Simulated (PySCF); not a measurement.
Compound: C₅H₇S (charge -1).
Structure used (PBE0-D3(BJ)/def2-SVP), in Å, numbered top down from 1:
```xyz
13
C5H7S angstrom
C     -0.5010    0.6662   -1.7000
C     -0.1473    0.2083   -0.4677
C     -0.9482   -0.8977    0.1606
C      0.9809    0.7611    0.2502
C      1.5009    0.4469    1.4890
S      1.0747   -0.6843    2.6942
H      0.0588    1.4705   -2.1890
H     -1.3552    0.2459   -2.2399
H     -0.3039   -1.7559    0.4058
H     -1.3434   -0.5862    1.1397
H     -1.7721   -1.2148   -0.5008
H      1.5032    1.5634   -0.2898
H      2.3797    1.0734    1.7343
```

The closed-shell ground state was solved at several levels (PySCF, density fitting, gas phase, non-relativistic). Where the HOMO energy is positive, the finite basis confines the outermost electrons. No diffuse functions stand in 6-31G*, cc-pVTZ and def2-TZVP, which bears on an anion's orbital energies.

```
          level  basis functions  total energy (Eh)  HOMO (eV)  LUMO (eV)  gap (eV)
  B3LYP/cc-pVTZ              282          -593.0564      -0.16       3.81      3.97
B3LYP/def2-TZVP              234          -593.0555      -0.21       3.71      3.92
```

(1) Estimate the row for B3LYP/6-31G*, a basis of 102 functions; the other rows only guide the guess.

(2) Over all these levels, which gives the widest orbital gap and which the narrowest?

(3) How much does the basis alone move the frontier levels among the 3 B3LYP rows (the withheld one included)?

Answers

(1) Total energy -592.9332 Eh, HOMO 0.23 eV, LUMO 4.34 eV, gap 4.11 eV.

(2) B3LYP/6-31G* has the widest, 4.11 eV, and B3LYP/def2-TZVP the narrowest, 3.92 eV. From the narrowest to the widest the HOMO moves by +0.44 eV and the LUMO by +0.63 eV.

(3) The HOMO by 0.44 eV and the LUMO by 0.63 eV. By rising basis size (HOMO, LUMO in eV): 6-31G* 0.23, 4.34; def2-TZVP -0.21, 3.71; cc-pVTZ -0.16, 3.81.

One conformer stands for the species.
